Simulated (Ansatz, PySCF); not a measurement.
A calculation on rock-salt LiCl returned lattice constant a 5.061 Å, bulk modulus 35.7 GPa.

For reference: lattice constant a 5.07 Å (measured, static lattice: zero-point anharmonic expansion removed, our sources range from 5.056 to 5.072; as tabulated in Mejia-Rodriguez and Trickey (2018), arXiv:1807.09216); bulk modulus 38.7 GPa (measured, 0 K value with the zero-point phonon effect removed, our sources range from 37.3 to 38.7; as tabulated in Mejia-Rodriguez and Trickey (2018), arXiv:1807.09216).

### Question
Which level of theory produced these numbers?
(A) MP2 (PySCF)
(B) PBE (Ansatz, a first-principles code)
(C) CCSD(T) (PySCF)
(D) Hartree–Fock (Ansatz)

### Answer
C, CCSD(T) (PySCF)

The others give: Hartree–Fock 5.262 Å, 29.4 GPa; MP2 5.014 Å, 40.0 GPa; PBE 5.150 Å, 31.8 GPa.

Unless a cell is named, each level is at its own relaxed cell (CCSD(T) 16.20, Hartree–Fock 18.22, MP2 15.75, PBE 17.08 Å³/atom).

Ansatz's density-functional and Hartree–Fock values are scalar-relativistic unless marked +SOC, with PAW data made under PBE.
